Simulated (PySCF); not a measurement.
PS4 (charge -3).
Z-matrix (Å and degrees, PBE0-D3(BJ)/def2-SVP geometry), rows numbered from 1:
```
S 
P   1  2.1023
S   2  2.1024  1  109.42
S   2  2.1020  1  109.42  3   120.11
S   2  2.1023  1  109.59  3  -119.84
```

The closed-shell ground state was solved at several levels (PySCF, density fitting, gas phase, non-relativistic). Whether so highly charged an anion holds all its electrons in the gas phase wasn't checked; a finite basis holds them in any case. The ion is multiply charged and computed without counter-ions or solvent. The HOMO energy is positive, so at this level the finite basis confines the outermost electrons. No diffuse functions stand in pcSseg-1 and pcSseg-2, which bears on an anion's orbital energies.

| level | basis functions | HOMO (eV) | LUMO (eV) | gap (eV) |
| --- | --- | --- | --- | --- |
| CAM-B3LYP/def2-SVPD | 132 | 5.16 | 10.16 | 5.00 |
| KT3/pcSseg-2 | 215 | 8.11 | 11.05 | 2.94 |

**Question.** Estimate the row for PBE0/pcSseg-1, a basis of 120 functions; the other rows only guide the guess.

**Answer.** HOMO 7.63 eV, LUMO 12.81 eV, gap 5.18 eV.

**Question.** Over all these levels, which gives the widest orbital gap and which the narrowest?

**Answer.** PBE0/pcSseg-1 (global hybrid, 25 % exact exchange) has the widest, 5.18 eV, and KT3/pcSseg-2 (GGA) the narrowest, 2.94 eV. Functional and basis both differ between the two, so the spread mixes both effects.
